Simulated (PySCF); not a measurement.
Identify the unknown among the candidates.

All candidates are C4H6O.

* Triplet: lowest triplet excitation (Tamm–Dancoff): 3.86 eV [TDA CAM-B3LYP/def2-SVPD]
* Rotational structure: rotational constants A, B, C: 16.207, 3.199, 3.043 GHz [GFN2-xTB]
* Dipole: 3.57 D [CAM-B3LYP/def2-SVPD]
* UV, first state: lowest singlet excitation: 4.44 eV (279 nm, f = 0.000) [TDDFT CAM-B3LYP/def2-SVPD]
* UV, strongest line: among the 8 lowest singlet transitions: S3 at 7.65 eV (162 nm, f = 0.220) [TDDFT CAM-B3LYP/def2-SVPD]
* Polarisability: 49.4 au [CAM-B3LYP/def2-SVPD]

The electronic properties come from PySCF, for the isolated species, density fitting. Levels stand in brackets. Geometry: GFN2-xTB, one conformer, isolated molecule.

**Question.** Which candidate is it?
A. `C#COCC`
B. `O=CC1CC1`
C. `C=C=COC`
D. `O=C1CCC1`

**Answer.** B. It is `O=CC1CC1`. Numbering: `[O:1]=[CH:2][CH:3]1[CH2:4][CH2:5]1`. Its formula, C4H6O, gives 2 degrees of unsaturation: 1 ring and 1 π bond in the structure found. The optimised geometry has point group Cs and is an asymmetric top.

The others, at the same levels:
- `O=C1CCC1` fails: its computed lowest singlet excitation is 4.29 eV (289 nm, f = 0.000) (against 4.44 eV), strongest line among the 8 lowest singlet transitions is S7 at 8.39 eV (148 nm, f = 0.056) (against S3 at 7.65 eV) and static isotropic polarisability is 47.9 au (against 49.4 au).
- `C#COCC` fails: its computed lowest singlet excitation is 6.37 eV (194 nm, f = 0.000) (against 4.44 eV), lowest triplet excitation (Tamm–Dancoff) is 5.73 eV (against 3.86 eV) and strongest line among the 8 lowest singlet transitions is S4 at 7.36 eV (168 nm, f = 0.035) (against S3 at 7.65 eV).
- `C=C=COC` fails: its computed lowest singlet excitation is 4.71 eV (263 nm, f = 0.001) (against 4.44 eV), lowest triplet excitation (Tamm–Dancoff) is 4.30 eV (against 3.86 eV) and static isotropic polarisability is 59.0 au (against 49.4 au).

Each candidate is one conformer, not necessarily the lowest. The conformers computed, where there is a choice (atom-mapped SMILES and torsion angles):
- `[O:1]=[CH:2][CH:3]1[CH2:4][CH2:5]1`: O1–C2–C3–C4 146°
- `[CH:1]#[C:2][O:3][CH2:4][CH3:5]`: C2–O3–C4–C5 67°
- `[CH2:1]=[C:2]=[CH:3][O:4][CH3:5]`: C2–C3–O4–C5 178°
